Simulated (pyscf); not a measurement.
Structures and frequencies: ωB97X-D3(BJ)/def2-SVP in PySCF.

Task: How much does it cost (ΔH, 298 K, ωB97M-D3(BJ)/def2-TZVP) to split `[O]=[CH][O][Re](=[O])(=[O])=[O]` at its C–O bond into •HC=O + [O–Re(=O)(=O)=O]•?

Result: C–O to •HC=O + [O–Re(=O)(=O)=O]•: 105.9 kcal/mol. The 7 functionals that were run give +100.8 (B3LYP-D3(BJ)) to +109.9 kcal/mol (M06-2X). The radicals are drawn with the spin at the cut bond; how far it spreads was not checked. Other isomers of [O–Re(=O)(=O)=O]• were not searched in full and may lie lower. Open-shell species with a d-block atom are single-reference here; other states, and whether the spin sits on metal or ligand, were not checked. Elements past Kr carry the def2 core potentials, without spin-orbit coupling.
